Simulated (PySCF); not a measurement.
SMILES [Cl][Al]([Cl])[Cl], singlet, PBE0/def2-SVP optimised geometry.

```
4

Al    -0.52     0.00     0.00
Cl     1.56     0.00     0.00
Cl    -1.56     1.80     0.00
Cl    -1.56    -1.80     0.00
```

Density from PBE0/def2-TZVP run with PySCF 2.14.0 at that geometry.

Minimum of the electron density along straight lines between bonded atoms, close to the bond critical point (lines longer than 1.1 times the sum of covalent radii, or with two minima, are not listed):

```
bond     length / Å  ρ at the minimum / e bohr⁻³  ∇²ρ there / e bohr⁻⁵  position (fraction from the first atom)
-------  ----------  ---------------------------  --------------------  ---------------------------------------
Al1–Cl2       2.079                        0.079                  0.32                                     0.38
Al1–Cl3       2.079                        0.079                  0.32                                     0.38
Al1–Cl4       2.079                        0.079                  0.32                                     0.38
```
